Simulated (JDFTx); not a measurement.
An input for JDFTx (a modified build) (pyrrole, C4H5N (SMILES c1cc[nH]c1), charge 0, multiplicity 1, linear PCM (GLSSA13), carbon disulfide, no salt; bohr, hartree) and the course of its log:

```
lattice \
  22.2042819644 0.0000000000 0.0000000000 \
  0.0000000000 22.2042819644 0.0000000000 \
  0.0000000000 0.0000000000 14.6453774658
coords-type Cartesian
ion C 1.4588231415 2.0080244709 0.0003924560 0
ion C -1.2022517007 2.1125435932 0.0001486316 0
ion C -2.0614881985 -0.3237360013 0.0012735079 0
ion N -0.0269331570 -1.8893574447 0.0010077652 0
ion C 2.1241017937 -0.4883085827 0.0012924259 0
ion H 2.7244270511 3.5896329050 0.0001656935 0
ion H -2.3396861090 3.7889140430 -0.0002415585 0
ion H -3.9530976218 -1.0500732424 0.0023615884 0
ion H -0.1032649135 -3.7889140430 -0.0023615884 0
ion H 3.9530976218 -1.3606183834 0.0020073907 0
ion-species pseudo/c_pbe_v1.2.upf
ion-species pseudo/n_pbe_v1.2.upf
ion-species pseudo/h_pbe_v1.4.upf
elec-cutoff 20 100
elec-ex-corr gga-PBE
symmetries none
elec-n-bands 13
electronic-minimize nIterations 150 energyDiffThreshold 1e-7
fluid LinearPCM
pcm-variant GLSSA13
fluid-solvent CarbonDisulfide
fluid-minimize nIterations 400 knormThreshold 1e-11
dump-name s6.$VAR
dump End State Ecomponents EigStats BandEigs Forces ElecDensity IonicPositions FluidDebug
```

```
[one cycle in 7 is shown, and the last three; fluid-solver lines are left out]
ElecMinimize: Iter:   0  Etot: -35.753945483625927  |grad|_K:  4.952e-05  alpha:  1.000e+00
ElecMinimize: Iter:   7  Etot: -35.755021066303200  |grad|_K:  2.847e-05  alpha:  1.064e-01  linmin: -3.925e-03
ElecMinimize: Iter:  14  Etot: -35.755161379841240  |grad|_K:  2.046e-05  alpha:  6.014e-02  linmin:  1.390e-03
ElecMinimize: Iter:  21  Etot: -35.755219431476682  |grad|_K:  1.877e-05  alpha:  5.233e-02  linmin:  2.529e-03
ElecMinimize: Iter:  28  Etot: -35.755256181006800  |grad|_K:  2.125e-05  alpha:  2.465e-02  linmin:  1.090e-04
ElecMinimize: Iter:  35  Etot: -35.755287334766784  |grad|_K:  2.009e-05  alpha:  2.635e-02  linmin:  8.400e-04
ElecMinimize: Iter:  42  Etot: -35.755313346668096  |grad|_K:  1.965e-05  alpha:  2.205e-02  linmin:  2.869e-05
ElecMinimize: Iter:  49  Etot: -35.755334472753503  |grad|_K:  1.906e-05  alpha:  1.860e-02  linmin:  4.410e-04
ElecMinimize: Iter:  56  Etot: -35.755352413989996  |grad|_K:  1.873e-05  alpha:  1.609e-02  linmin:  3.322e-04
ElecMinimize: Iter:  63  Etot: -35.755367195463002  |grad|_K:  1.852e-05  alpha:  1.520e-02  linmin:  1.610e-04
ElecMinimize: Iter:  70  Etot: -35.755381388403976  |grad|_K:  1.896e-05  alpha:  1.388e-02  linmin:  1.427e-04
ElecMinimize: Iter:  77  Etot: -35.755395802692576  |grad|_K:  1.968e-05  alpha:  1.372e-02  linmin:  1.699e-05
ElecMinimize: Iter:  84  Etot: -35.755411592416586  |grad|_K:  2.101e-05  alpha:  1.318e-02  linmin:  2.241e-04
ElecMinimize: Iter:  91  Etot: -35.755427185946125  |grad|_K:  2.224e-05  alpha:  1.135e-02  linmin:  9.826e-05
ElecMinimize: Iter:  98  Etot: -35.755442178987352  |grad|_K:  2.115e-05  alpha:  1.089e-02  linmin:  4.984e-05
ElecMinimize: Iter: 105  Etot: -35.755455279617628  |grad|_K:  2.041e-05  alpha:  1.088e-02  linmin: -1.547e-05
ElecMinimize: Iter: 112  Etot: -35.755467413716076  |grad|_K:  1.973e-05  alpha:  1.038e-02  linmin:  4.379e-05
ElecMinimize: Iter: 119  Etot: -35.755478396891306  |grad|_K:  1.907e-05  alpha:  1.043e-02  linmin: -6.874e-06
ElecMinimize: Iter: 126  Etot: -35.755488645153889  |grad|_K:  1.887e-05  alpha:  1.028e-02  linmin:  5.804e-05
ElecMinimize: Iter: 133  Etot: -35.755498672588281  |grad|_K:  1.899e-05  alpha:  9.548e-03  linmin:  6.283e-05
ElecMinimize: Iter: 140  Etot: -35.755508181728104  |grad|_K:  1.878e-05  alpha:  9.545e-03  linmin: -5.684e-05
ElecMinimize: Iter: 147  Etot: -35.755517445876556  |grad|_K:  1.832e-05  alpha:  9.660e-03  linmin:  2.523e-05
ElecMinimize: Iter: 148  Etot: -35.755518741912759  |grad|_K:  1.840e-05  alpha:  9.644e-03  linmin:  1.023e-04
ElecMinimize: Iter: 149  Etot: -35.755520030682625  |grad|_K:  1.850e-05  alpha:  9.522e-03  linmin:  8.972e-05
ElecMinimize: Iter: 150  Etot: -35.755521317720493  |grad|_K:  1.857e-05  alpha:  9.412e-03  linmin:  1.024e-04
ElecMinimize: None of the convergence criteria satisfied after 150 iterations.
IonicMinimize: Iter:   0  Etot: -35.755521317720493  |grad|_K:  0.000e+00
IonicMinimize: Converged (|grad|_K<1.000000e-04).
```

This run gave no converged result. The loop ran out of cycles short of its threshold. It has stalled and not diverged: the last ten energies span 1e-05 Ha, so the total is near its end, but levels, forces and the chemical potential aren't shown converged.
